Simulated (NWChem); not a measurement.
All runs are NWChem calculations. System: F (-1), charge -1, spin multiplicity 1. Level: MP2/def2-TZVPD, 1 core orbitals frozen.

Job file:

```
start mol
memory heap 200 mb stack 900 mb global 1100 mb
charge -1
geometry units angstroms nocenter noautoz
  F      0.000000     0.000000     0.000000
  symmetry group D2h
end
basis spherical
  * library def2-tzvpd
end
scf
  rhf
  nopen 0
  maxiter 100
  thresh 1e-7
  semidirect memsize 60000000 filesize 0
end
mp2
  freeze core 1
end
task mp2 energy
```

NWChem printed:

```
             Northwest Computational Chemistry Package (NWChem) 7.3.0
             --------------------------------------------------------

                                NWChem Input Module
                                -------------------

 Scaling coordinates for geometry "geometry" by  1.889725989
 (inverse scale =  0.529177249)

                             Geometry "geometry" -> ""
                             -------------------------

 Output coordinates in angstroms (scale by  1.889725989 to convert to a.u.)

  No.       Tag          Charge          X              Y              Z
 ---- ---------------- ---------- -------------- -------------- --------------
    1 F                    9.0000     0.00000000     0.00000000     0.00000000

 Effective nuclear repulsion energy (a.u.)       0.0000000000

            Nuclear Dipole moment (a.u.)
            ----------------------------
        X                 Y               Z
 ---------------- ---------------- ----------------
     0.0000000000     0.0000000000     0.0000000000

      Symmetry information
      --------------------

 Group name             D2h
 Group number             26
 Group order               8
 No. of unique centers     1

      Symmetry unique atoms

     1


 Summary of "ao basis" -> "" (spherical)
 ------------------------------------------------------------------------------
       Tag                 Description            Shells   Functions and Types
 ---------------- ------------------------------  ------  ---------------------
 *                         def2-tzvpd                 on all atoms

 Summary of "ao basis" -> "ao basis" (spherical)
 ------------------------------------------------------------------------------
       Tag                 Description            Shells   Functions and Types
 ---------------- ------------------------------  ------  ---------------------
 F                         def2-tzvpd               14       40   6s4p3d1f

                                 NWChem SCF Module
                                 -----------------

  ao basis        = "ao basis"
[...]
     1   1 0 0     -0.000000      0.000000      0.000000
     1   0 1 0      0.000000      0.000000      0.000000
     1   0 0 1      0.000000      0.000000      0.000000

     2   2 0 0     -5.346552      0.000000      0.000000
     2   1 1 0      0.000000      0.000000      0.000000
     2   1 0 1     -0.000000      0.000000      0.000000
     2   0 2 0     -5.346552      0.000000      0.000000
     2   0 1 1      0.000000      0.000000      0.000000
     2   0 0 2     -5.346552      0.000000      0.000000

                   NWChem MP2 Semi-direct Energy/Gradient Module
                   ---------------------------------------------

  Basis functions       =     40
  Molecular orbitals    =     40
  Frozen core           =      1
  Frozen virtuals       =      0
  Active alpha occupied =      4
  Active beta occupied  =      4
  Active alpha virtual  =     35
  Active beta virtual   =     35
  Use MO symmetry       = T
  Use skeleton AO sym   = T

  AO/Fock/Back tols     =   1.0D-09  1.0D-09  1.0D-09

 GA uses MA = F    GA memory limited = T

 Available:
  local mem=  1.26D+08
 global mem=  1.44D+08
 local disk=  0.00D+00
  mp2_memr nvloc                    35
  nvloc new                    35
   1 passes of   4:        3145728                      10261                    393115.
   1 passes of   4: M    126154612           G      144176000           F     123008884.

 Semi-direct pass number   1 of   1  for RHF alpha+beta  at        0.1s
  vrange nnbf                   820
  mp2_eaftype                    10  avail_ma_in_mb                  1099
 EAF : mp2_eaftype filesize          10     196557.
  mp2_eaf for mointskh                     10
Node 0 wrote      0.9 Mb in      0.0 s     Agg I/O rate:  1625.5 Mb/s
 Done moints_semi at        0.2s
  mp2_eaftype                    10  avail_ma_in_mb                  1089
 EAF : mp2_eaftype filesize          10     196557.
  mp2_eaf for kh                    10
 Done maket at        0.2s
 Done multipass loop at        0.2s

          -------------------------------------------
          SCF energy                 -99.455825005584
          Correlation energy          -0.287156824018
          Singlet pairs               -0.172341342488
          Triplet pairs               -0.114815481530
          Total MP2 energy           -99.742981829602
          -------------------------------------------

          ---------------------------------------------------
                    Spin Component Scaled (SCS) MP2
          Same spin pairs                     -0.076543654353
          Same spin scaling factor             0.333333333333
          Opposite spin pairs                 -0.210613169665
          Opposite spin scaling fact.          1.200000000000
          SCS-MP2 correlation energy          -0.278250355049
          Total SCS-MP2 energy               -99.734075360632
          ---------------------------------------------------

 -----------------------
 Performance information
 -----------------------

 Timer overhead =  1.37D-07 seconds/call

               Nr. of calls         CPU time (s)                 Wall time (s)                GFlops
             ---------------    -------------------     ------------------------------   -------------------
Name         Min   Avg   Max    Min     Avg     Max     Min     Avg     Max   Mx/calls   Min     Max     Sum
mp2: moin     1     1     1   6.98E-2 6.98E-2 6.98E-2  6.98E-2 6.98E-2 6.98E-2 6.98E-2   0.0     0.0     0.0
mp2: make     1     1     1   3.64E-3 3.64E-3 3.64E-3  3.64E-3 3.64E-3 3.64E-3 3.64E-3   0.0     0.0     0.0
mp2: tota     1     1     1   9.50E-2 9.50E-2 9.50E-2  9.50E-2 9.50E-2 9.50E-2 9.50E-2   0.0     0.0     0.0

 The average no. of pstat calls per process was 3.00D+00
 with a timing overhead of 4.10D-07s

 Task  times  cpu:        0.2s     wall:        0.2s

 Total times  cpu:        0.2s     wall:        0.2s
```
